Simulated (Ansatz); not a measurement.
# SiPH₂+ (singlet): wave-function methods side by side, cc-pVDZ

One table from this session's results is given with a row withheld; the runs are named, their logs left out.

Method: cc-pVDZ, core rule «outside noble gas», up to 10 orbitals frozen; program: Ansatz 0.2.0, Gaussian basis.

The runs, in order: UHF; CCSD(T) on RHF; CCSD(T) on UHF; BCCD(T) on RHF; CISD; CCSDT(Q) on RHF; CCSDT(Q) on UHF; CASSCF and MRCISD+Q, 10 electrons in 10 orbitals; CASSCF and NEVPT2, 10 electrons in 10 orbitals.

21 further runs of the same task are left out: 2 for a known fault of the program, 4 that didn't finish, 15 set aside as unsound or not needed.

## What is computed

The geometry is a PBE0/def2-TZVP stationary point (not a proven minimum) of the parent state, kept for this charge and spin.

4 atoms, charge 1, spin multiplicity 1.

Atoms are counted from 1 here; the program's logs count them from 0.

Bond lengths: Si1–P2 2.059 Å, Si1–H3 1.485 Å, Si1–H4 1.485 Å. Angles: P2–Si1–H3 124.2°, P2–Si1–H4 124.2°, H3–Si1–H4 111.6°.

The first run:

Contents of in.yaml:

```yaml
crystal:
  periodic: [false, false, false]
  atoms:
    - {symbol: Si, position_ang: [0.000000, 0.000000, 1.016675]}
    - {symbol: P, position_ang: [0.000000, 0.000000, -1.042393]}
    - {symbol: H, position_ang: [0.000000, 1.227985, 1.851803]}
    - {symbol: H, position_ang: [0.000000, -1.227985, 1.851803]}
basis:
  gaussian: {orbitals: cc-pVDZ}
total_charge: 1
magnetization: {spin_polarized: true, initial_magnetization: 0}
hamiltonian: {xc: hf}
output: {orbitals: {seedname: orbitals}}
```

On the command line:

```console
$ ansatz run in.yaml --threads 1 --pin off --events-out ev --progress --plain --max-ram 2393MiB
```

Among the steps run: UHF; CCSD(T) on RHF; CCSD(T) on UHF; BCCD(T) on RHF; CISD; CCSDT(Q) on RHF; CCSDT(Q) on UHF; CASSCF and MRCISD+Q, 10 electrons in 10 orbitals; CASSCF and NEVPT2, 10 electrons in 10 orbitals.

One of the session's tables, all rows but one given; the rest of the session is left out.

```
          method  from RCCSDT(Q) (kcal/mol)
             RHF                    +140.51
             UHF                    +126.23
            RMP2                     +33.33
            UMP2                     +30.61
            CISD                     +18.50
           RCCSD                      +6.38
           UCCSD                      +4.09
        RCCSD(T)                      +1.45
        UCCSD(T)                      -0.22
         BCCD(T)                      +1.46
          RCCSDT                      +0.45
          UCCSDT                      -3.09
       RCCSDT(Q)                          0
       UCCSDT(Q)                      -4.16
  CASSCF valence                     +83.45
  NEVPT2 valence                          ?
  MRCISD valence                      +6.71
MRCISD+Q valence                      +1.20
```

**Question.** Estimate the row for NEVPT2 valence.

The run gave: from RCCSDT(Q) (kcal/mol): +23.57. In the column «from RCCSDT(Q) (kcal/mol)» it lies between CISD (+18.50) and UMP2 (+30.61).

The program flags UCCSD(T), UCCSDT(Q) as in doubt (see the logs), so those rows may rest on another solution; read them beside their warnings.

To keep in mind: The determinant is far from a pure spin state, so its energy mixes those of several spin states (harmless only where they are near-degenerate, as at dissociation). The program flags UCCSD(T), UCCSDT(Q) as in doubt, so those rows may rest on another solution; read them beside their warnings. Warnings: restricted reference is unstable; spin contamination; large T1 diagnostic. Restricted and unrestricted rows rest on different reference determinants; where their highest levels disagree by more than a few hundredths of an eV, they describe different states and don't form one ladder.
